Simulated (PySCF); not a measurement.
Compound: C4H9OP.
Cartesian coordinates in Å at the GFN2-xTB level; atoms count from 1:
```
atom  x, y, z in Å
C1     2.3070    0.3552    0.7508
C2     0.9920    0.4324    0.8452
P3    -0.0216   -0.2621   -0.4911
C4    -1.1522   -1.4366    0.3510
C5    -1.0970    1.1269   -1.0221
O6     0.7487   -0.8643   -1.5850
H7     2.9788    0.7436    1.4996
H8     2.7473   -0.1166   -0.1137
H9     0.4899    0.8925    1.6839
H10   -1.6851   -0.9715    1.1742
H11   -0.5546   -2.2688    0.7174
H12   -1.8588   -1.8120   -0.3867
H13   -0.4649    1.8725   -1.5000
H14   -1.6311    1.5719   -0.1886
H15   -1.8030    0.7449   -1.7569
```

Theory: TDDFT B3LYP/def2-SVPD, vertical, gas phase, core orbitals frozen in the response in PySCF 2.14.0, density-fitted response routines.

Ground-to-excited transition dipoles (e·a0, same axes as the geometry; the sign carries no meaning), for the states with f of 0.002 or more among the lowest 7:

```csv
state,E (eV),μx,μy,μz
S1,5.599,-0.001,-0.118,0.063
S2,5.641,-0.331,-0.010,-0.030
S3,6.731,0.008,0.407,-0.218
S4,6.848,-0.272,-0.082,-0.162
S5,7.340,1.468,0.139,0.314
S6,7.418,0.001,0.321,-0.174
S7,7.523,0.000,0.092,-0.050
```

What oscillator strength does each state have?

f = (2/3) ΔE |μ|² with ΔE in hartree (27.2114 eV).

```
state  |μ|² (au)  |μ| (D)      f
   S1      0.018     0.34  0.002
   S2      0.111     0.85  0.015
   S3      0.214     1.17  0.035
   S4      0.107     0.83  0.018
   S5      2.272     3.83  0.409
   S6      0.133     0.93  0.024
   S7      0.011     0.27  0.002
```

What is the point group, and which symmetry does each of these states have?

Cs. From a totally symmetric ground state, an allowed state transforms like the component of the dipole operator along its μ. Polarised normal to the mirror plane, so A″: S1, S3, S6 and S7. Polarised in the mirror plane, so A′: S2, S4 and S5.

Which bond between heavy atoms lies closest to the direction of the S5 transition dipole?

C1–C2, at 18° from it; next C2–P3 at 43°.

What angle do the transition dipoles of S3 and S6 make?

|cos θ| = |μa·μb| / (|μa| |μb|) = 1.00, so θ ≈ 1° (taken between 0 and 90°, since the signs are arbitrary).

What peak molar absorption coefficient would the strongest computed level give as a lone Gaussian band 0.5 eV wide at half height?

ε(max) = 2.175×10⁸ f / FWHM, with the width in cm⁻¹. S5: 2.175×10⁸ × 0.4086 / 4033 ≈ 22000 L mol⁻¹ cm⁻¹.

Rough CPU time on one thread of a shared machine: about 70 s.

One conformer stands for the species.
